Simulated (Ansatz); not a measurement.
# Relative stability

The two ends of one reaction step of CH5S, doublet (PBE0-D4/def2-TZVP).

A:

H1  (0.098, 0.040, -0.995)
C2  (-0.569, -0.246, 1.253)
S3  (0.527, 0.205, -2.264)
H4  (0.060, 0.552, 1.621)
H5  (-0.203, -1.263, 1.251)
H6  (-1.598, -0.042, 0.993)
H7  (1.683, 0.752, -1.860)
(Å)

B:

```json
{"atom": "H1", "x (Å)": "-1.0409", "y (Å)": "0.3165", "z (Å)": "-0.0723"}
{"atom": "C2", "x (Å)": "-0.5368", "y (Å)": "-0.1076", "z (Å)": "0.7963"}
{"atom": "S3", "x (Å)": "1.0936", "y (Å)": "-0.1548", "z (Å)": "-2.4512"}
{"atom": "H4", "x (Å)": "0.0985", "y (Å)": "0.6497", "z (Å)": "1.2556"}
{"atom": "H5", "x (Å)": "0.0723", "y (Å)": "-0.9582", "z (Å)": "0.4898"}
{"atom": "H6", "x (Å)": "-1.2821", "y (Å)": "-0.4403", "z (Å)": "1.5182"}
{"atom": "H7", "x (Å)": "1.5955", "y (Å)": "0.6948", "z (Å)": "-1.5365"}
```

Computed with Ansatz 0.2.0 (basis: def2-TZVPP); correlated methods freeze the cores; orbitals are unrestricted. B3LYP uses VWN-RPA correlation.

(1) Which structure is lower at CCSD(T), and by how much? (An estimate is asked for; the value comes from the calculation.)

T1 diagnostic: at most 0.010. ⟨S²⟩ of the unrestricted Hartree–Fock references: 0.76 (a pure state has 0.75).

Results:

(1) Computed: B, by 17.06 kcal/mol (electronic energy, against the other). By their contacts, A is a complex of CH₃ + H₂S and B is a complex of CH₄ + HS.

All methods give the same order:

```csv
method,E(B) − E(A) (kcal/mol)
SPW92,-14.48
PBE-D4,-14.92
BLYP-D4,-15.93
r2SCAN-D4,-13.58
B97M-V,-15.60
PBE0-D4,-15.46
B3LYP-D4,-16.40
r2SCAN0-D4,-14.43
BHLYP-D4,-17.10
CAM-B3LYP-D4,-16.92
wB97X-V,-16.95
wB97M-V,-16.29
B2PLYP,-16.79
PBE-QIDH,-16.21
RPA on PBE,-19.18
HF,-17.47
MP2,-16.93
CCSD,-17.33
CCSD(T),-17.06
```

For scale, one of the runs: CCSD(T)/def2-TZVPP, 143 basis functions (an equivalent command: `ansatz run in.yaml --threads 2`). The run took 20 s on 2 CPU threads (shared host), with 2.1 GiB of host memory at its peak.
